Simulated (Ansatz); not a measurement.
Species: CH₃NO, charge 0, singlet. CH3NO (SMILES NC=O).
B3LYP-D3(BJ)/def2-TZVP minimum from Ansatz (a first-principles code):
```
C
O 1 1.2093
N 1 1.3564 2 124.95
H 3 1.0045 1 121.30 2 180.00
H 3 1.0072 4 119.31 1 180.00
H 1 1.1056 2 122.73 3 180.00
```

Hartree-Fock and MP2 correlation energies in hartree (Ansatz). Open shells are spin-unrestricted; no spin-orbit coupling. Cores are frozen in correlated methods. No relativity.

| basis | X | E(HF) | E(corr, MP2) |
|---|---|---|---|
| cc-pVTZ | 3 | -169.00155 | -0.60382 |
| cc-pVQZ | 4 | -169.01492 | -0.64771 |
| cc-pV5Z | 5 | -169.01829 | withheld |

Task: Fit E(corr) = E∞ + A/X³ to X = 3 and 4, predict X = 5, and compare with the run.

Result: A = (-0.60382 - (-0.64771))/(1/27 - 1/64) = 2.0498; E∞ = -0.64771 - A/64 = -0.67974; at X = 5, E∞ + A/125 = -0.66334. The run gave -0.66529, 1.95 mEh below the prediction. The same form on X = 4 and 5 gives E∞ = -0.68373, 4.00 mEh below the first estimate.
